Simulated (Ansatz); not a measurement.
**SiH₃S radical: basis-set convergence**

Aim: see how fast density functionals and correlated methods converge with the basis set for SiH₃S radical.

The runs use Ansatz 0.2.0, Gaussian basis; one geometry, several basis sets.

Plan: PBE0-D4/def2-SVP; ωB97M-V/def2-SVP; PBE0-D4/def2-QZVPP; ωB97M-V/def2-QZVPP; CCSD(T)/cc-pV(D+d)Z; CCSD(T)/cc-pV(T+d)Z; CCSD(T)/cc-pV(Q+d)Z; the functionals' def2-TZVPP values are taken from earlier runs.

## (1) Structure used throughout

An earlier PBE0-D4 in a triple-zeta def2 set relaxation fixed the geometry.

SMILES `[SiH3][S]`, 5 atoms, charge 0, spin multiplicity 2.

Atoms are counted from 1 here; the program's logs count them from 0.

Bond lengths: Si1–S2 2.120 Å, Si1–H3 1.485 Å, Si1–H4 1.485 Å, Si1–H5 1.489 Å. Angles: S2–Si1–H3 112.2°, S2–Si1–H4 112.2°, S2–Si1–H5 103.6°, H3–Si1–H4 109.4°, H3–Si1–H5 109.7°, H4–Si1–H5 109.7°.

## (2) PBE0-D4 in def2-SVP

Input file in.yaml:

```yaml
crystal:
  periodic: [false, false, false]
  atoms:
    - {symbol: Si, position_ang: [-0.120930, -0.027132, -0.030157]}
    - {symbol: S, position_ang: [1.957819, -0.299860, 0.285379]}
    - {symbol: H, position_ang: [-0.937973, -0.679738, 1.024120]}
    - {symbol: H, position_ang: [-0.554266, -0.517292, -1.363168]}
    - {symbol: H, position_ang: [-0.294850, 1.450323, 0.042425]}
basis:
  gaussian: {orbitals: def2-SVP}
magnetization: {spin_polarized: true, initial_magnetization: 1}
hamiltonian: {xc: pbe0, dispersion: d4}
output: {orbitals: {seedname: orbitals}}
```

On the command line:

```sh
$ ansatz run in.yaml --threads 2 --pin off --events-out ev --progress --plain --max-ram 32768MiB --backend cpu
```

After this run come: ωB97M-V in def2-SVP; PBE0-D4 in def2-QZVPP; ωB97M-V in def2-QZVPP; CCSD(T) in cc-pV(D+d)Z; CCSD(T) in cc-pV(T+d)Z; CCSD(T) in cc-pV(Q+d)Z.

Q: Predict the results of all the runs planned. Wanted: MP2 correlation recovered, cc-pV(D+d)Z; MP2 correlation recovered, cc-pV(T+d)Z; MP2 correlation recovered, cc-pV(Q+d)Z; CCSD(T) limit from def2 sets; PBE0-D4: double and triple zeta above quadruple; ωB97M-V: double and triple zeta above quadruple.

As calculated:

| quantity | value |
| --- | --- |
| MP2 correlation recovered, cc-pV(D+d)Z | 67.5 % |
| MP2 correlation recovered, cc-pV(T+d)Z | 87.2 % |
| MP2 correlation recovered, cc-pV(Q+d)Z | 94.7 % |
| CCSD(T) limit from def2 sets (earlier runs) less the limit of this series | -80 meV |
| PBE0-D4: double and triple zeta above quadruple | 7.18, 0.60 eV |
| ωB97M-V: double and triple zeta above quadruple | 7.16, 0.57 eV |

**Reading.** For PBE0-D4 the step from double to triple zeta gains 6.58 eV and the next only 0.60 eV. Correlation climbs from 67 % (cc-pV(D+d)Z) to 95 % (cc-pV(Q+d)Z) of the limit; Hartree-Fock is 0.059 eV from its own by then. A limit from the def2 sets, made apart, differs by 80 meV, a least measure of the doubt on such a limit. Total energies overstate the basis error of differences, where much of it tends to cancel.
